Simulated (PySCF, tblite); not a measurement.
Isomers of C4H9OP. Calculated harmonic vibrations of the isolated species, GFN2-xTB (tblite), most abundant isotopes, no scaling. Against measured fundamentals such values can be off by several per cent, at times by over 20. Modes of hydrogen on phosphorus can be 10 to 20 % off. One conformer each.

Electronic energies: PBE0/pcSseg-1 single points on the GFN2-xTB geometries (PySCF, gas phase).

```
              SMILES  electronic energy, lowest = 0 (kJ/mol)
C[C@H]1C[P@@H](=O)C1                                    35.0
           C=CP(C)CO                                   142.9
         CC(=O)P(C)C                                    36.1
         CP1(=O)CCC1                                     0.0
    C=C(C)[P@H](C)=O                                    48.9
        C=CP(C)(C)=O                                    16.8
            C1CPCCO1                                    67.9
             C=CPCOC                                   197.0
```

Question: How do GFN2-xTB zero-point energies change the relative energies?

Answer: 
```csv
SMILES,ZPE (kJ/mol),of it from modes above 1550 cm⁻¹,electronic (kJ/mol),"with ZPE, lowest = 0 (kJ/mol)",lowest mode (cm⁻¹),rings
CP1(=O)CCC1,322.5,161.9,0.0,0.0,126,1
C=CP(C)(C)=O,312.6,173.8,16.8,6.9,77,0
C[C@H]1C[P@@H](=O)C1,322.0,157.2,35.0,34.5,81,1
CC(=O)P(C)C,314.2,172.7,36.1,27.7,49,0
C=C(C)[P@H](C)=O,312.8,168.9,48.9,39.1,63,0
C1CPCCO1,324.0,153.3,67.9,69.4,183,1
C=CP(C)CO,313.7,174.9,142.9,134.1,74,0
C=CPCOC,311.1,165.7,197.0,185.6,54,0
```

The zero-point energies span 12.9 kJ/mol, from `C=CPCOC` to `C1CPCCO1`. The lowest isomer stays, but the order above it changes.

Question: And how do the electronic energies of GFN2-xTB itself compare?

Answer: `CP1(=O)CCC1` 0.8; `C=CP(C)(C)=O` 56.1; `C[C@H]1C[P@@H](=O)C1` 0.0; `CC(=O)P(C)C` 146.9; `C=C(C)[P@H](C)=O` 38.8; `C1CPCCO1` 110.2; `C=CP(C)CO` 242.1; `C=CPCOC` 250.0 kJ/mol, lowest = 0. Against the energies above, taken from the same isomer `CP1(=O)CCC1`, the largest difference is 110.0 kJ/mol.

Question: What do entropy and thermal enthalpy add at 298.15 K and 1 bar (rigid rotor, harmonic oscillator, one conformer each)?

Answer: 
| SMILES | point group | symmetry number | S (J/(mol K)) | H − H(0) (kJ/mol) | ZPE + H − H(0) − TS (kJ/mol) |
| --- | --- | --- | --- | --- | --- |
| CP1(=O)CCC1 | Cs | 1 | 344.2 | 21.40 | 241.3 |
| C=CP(C)(C)=O | Cs | 1 | 372.3 | 25.22 | 226.8 |
| C[C@H]1C[P@@H](=O)C1 | Cs | 1 | 338.8 | 20.37 | 241.4 |
| CC(=O)P(C)C | C1 | 1 | 383.3 | 25.95 | 225.8 |
| C=C(C)[P@H](C)=O | C1 | 1 | 370.2 | 24.42 | 226.8 |
| C1CPCCO1 | Cs | 1 | 323.5 | 18.42 | 245.9 |
| C=CP(C)CO | C1 | 1 | 377.5 | 25.33 | 226.4 |
| C=CPCOC | C1 | 1 | 379.2 | 24.61 | 222.6 |
